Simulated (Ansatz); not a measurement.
## Ansatz (development build ahead of 0.2.0) run

```yaml
crystal:
  periodic: [false, false, false]
  atoms:
    - { symbol: O, position_ang: [0.0, 0.0, 0.0] }
    - { symbol: "N", position_ang: [0.0, 0.0, 2.814] }
    - { symbol: H, position_ang: [0.8671, 0.0, -0.3881] }
    - { symbol: H, position_ang: [0.4701, 0.8142, 3.2347] }
    - { symbol: H, position_ang: [-0.9259, -0.1633, 3.2347] }
basis:
  gaussian: { orbitals: pcseg-2 }
total_charge: 1
magnetization:
  initial_magnetization: 1
hamiltonian:
  xc: pbe
```

The input is written out in the form of the current development build from the run's settings.

Results

```json
{
  "Converged": "yes",
  "Total energy": "-131.10394 hartree",
  "Spin squared of the determinant": "0.750",
  "Stability test": "minimum among restricted orbitals"
}
```

Caution: stretched shape with no unrestricted run beside it, a lower state can exist; charge can spread falsely over distant fragments.
